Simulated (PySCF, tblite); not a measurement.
Energy landscape of H₂Si, singlet: map of symmetric stretch and bend. Scanned: Si-H bond length and H-Si-H angle.

Methods: GFN2-xTB, 300 K electronic temperature (tblite); RHF/cc-pVDZ (PySCF); CAM-B3LYP/cc-pVDZ (PySCF); B3LYP/cc-pVDZ (PySCF); MP2 on RHF/cc-pVDZ, 5 core orbitals frozen (PySCF); CCSD on RHF/cc-pVDZ, 5 core orbitals frozen (PySCF); CCSD(T) on RHF/cc-pVDZ, 5 core orbitals frozen (PySCF).

Energies in kJ/mol at chosen points (x: Si-H bond length (Å); y: H-Si-H angle (°)), relative to x = 1.52, y = 90:

```tsv
method	(1.90, 140)	(1.52, 120)	(1.98, 180)	(1.60, 120)	(1.52, 120)	(1.98, 110)	(1.90, 110)
GFN2-xTB	168.4	22.1	308.8	37.5	22.1	145.9	116.8
RHF	261.2	47.0	534.1	56.4	47.0	203.6	157.4
CAM-B3LYP	232.8	48.4	478.7	54.1	48.4	180.1	139.0
B3LYP	219.2	48.4	454.7	52.3	48.4	166.8	128.6
MP2	246.7	48.2	505.2	56.1	48.2	194.0	150.6
CCSD	225.3	46.3	428.3	52.4	46.3	176.9	137.5
CCSD(T)	220.8	45.9	360.4	51.7	45.9	173.3	134.9
```
